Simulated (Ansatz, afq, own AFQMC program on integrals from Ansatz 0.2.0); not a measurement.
Integrals from Ansatz 0.2.0, then the random walk in our own AFQMC program (afq).

```yaml
crystal:
  periodic: [false, false, false]
  atoms:
    - {symbol: Ge, position_ang: [-0.039712, -0.033278, 0.322391]}
    - {symbol: O, position_ang: [0.076139, 0.090557, -1.455441]}
    - {symbol: H, position_ang: [0.746835, -1.291600, 0.794123]}
    - {symbol: H, position_ang: [0.614837, 1.273777, 0.824440]}
    - {symbol: H, position_ang: [0.291694, 0.978661, -1.749814]}
basis:
  gaussian: {orbitals: cc-pVDZ}
magnetization: {spin_polarized: true, initial_magnetization: 1}
correlation: {method: ccsd_t, electrons: outside_noble_gas, hamiltonian_folder: ham}
```

```sh
$ ansatz run in.yaml --threads 1 --pin off --events-out ev --progress --plain --max-ram 1843MiB
```

Options of the walk:

```
--method phaseless --trial hf --walkers 120 --populations 1 --least-time 40 --time-step 0.005 --steps-per-block 20 --equilibration-blocks 160 --max-blocks 600 --target-error 0.00258 --factor-cut 1e-05 --start spin_pure --seed 9013 --taylor-order 6
```

Times are imaginary, in 1/Eh. The walk had a cap of 1976 s. Filled inner d shells are frozen with the cores.

Log:

```
orbitals 41  electrons 7 6  factors 331 of 584
reference energy -2151.92147984 Eh
CCSD correlation -0.29785121 Eh in 12 cycles, weight of the determinant in the CISD state 0.8916
energy of the start -2151.921545 Eh
 block  time / (1/Eh)  mean weight  energy / Eh
     1     0.100  1.0019  -2152.005638
     2     0.200  1.0034  -2152.057118
     3     0.300  1.0026  -2152.100664
     4     0.400  1.0028  -2152.138204
     5     0.500  1.0002  -2152.171572
     9     0.900  1.0009  -2152.212265
    58     5.800  1.0005  -2152.205128
   134    13.400  0.9986  -2152.251667
   210    21.000  1.0025  -2152.250763
   286    28.600  1.0000  -2152.218471
   362    36.200  1.0008  -2152.176172
   438    43.800  0.9986  -2152.229965
   495    49.500  1.0039  -2152.265325
   514    51.400  0.9990  -2152.212210
   590    59.000  0.9977  -2152.239779
   666    66.600  0.9998  -2152.211957
   742    74.200  0.9983  -2152.239876
blocks merged  error / Eh  count
     1  0.001075  600
     2  0.001409  300
     4  0.001836  150
     8  0.002192  75
    16  0.002634  37
    32  0.002385  18
    64  0.002986  9
energy -2152.229159 +/- 0.002634 Eh
(rows thinned)
```

The run passed its tests (sampling time, drift between the halves within three errors, error under three times the target), which doesn't prove that it has relaxed.

Against this walk (error 71.7 meV) on the same determinant: CCSD(T) 91.3 meV higher (within the noise), the released energy of a separate walk with a CISD trial 57.3 ± 76.9 meV higher (within the noise), a separate phaseless walk with a CISD trial and standard settings 78.9 ± 73.3 meV higher (within the noise). The error is statistical and leaves out the bias of the constraint.

Cautions: constraint bias not in the error; no relativity below Rb; no spin-orbit coupling; inner d shell frozen.

The walk took 6.6 min on 1 thread of Arm Neoverse V1, with other jobs on the host. The log's last line is the phaseless energy.
